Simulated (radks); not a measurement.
**P³⁺ in [Ne] 3s2: an all-electron calculation**

One table from this session's results is given with a row withheld; the runs are named, their logs left out.

Method: Dirac Kohn-Sham, PBE, spin-unpolarised, spherical densities, finite nucleus. Code: radks (a radial shooting solver on a logarithmic mesh, Libxc functionals) version 1.

**What is computed**

| Quantity | Value |
| --- | --- |
| element | phosphorus (Z = 15) |
| charge | +3 |
| electrons | 12 |
| configuration | [Ne] 3s2 |
| nuclear rms radius | 3.1889 fm |

Outer shells as boxes (Hund's rule):

P³⁺
```
[Ne] core
3s [↑↓]
```

Set-up of the first run:

Input:

```text
Z 15
configuration [Ne] 3s2
relativity Dirac
functional pbe,pbe
spin unpolarised
j_filling energy
nucleus finite rms 3.1889 fm
c 137.035999084
```

Started as:

```
$ python run_ks.py task.json out
```

All runs below come from this command, one after another.

Steps of the session up to this table: Self-consistent calculation.

One table of the session follows, with a row left open; its other results are not shown here.

It belongs to the step «Orbitals and density». From the orbitals of this run (lengths in bohr):

| level | <r> | outermost maximum (interpolated) | 90 % within | nodes |
| --- | --- | --- | --- | --- |
| 1s1/2 | ? | ? | ? | ? |
| 2s1/2 | 0.5182 | 0.418 | 0.814 | 1 |
| 2p1/2 | 0.4815 | 0.352 | 0.805 | 0 |
| 2p3/2 | 0.4837 | 0.354 | 0.808 | 0 |
| 3s1/2 | 1.670 | 1.47 | 2.47 | 2 |

Estimate the missing values for 1s1/2.

The run gave: <r>: 0.1036; outermost maximum (interpolated): 0.0676; 90 % within: 0.185; nodes: 0. In the column «<r>» it is the lowest.
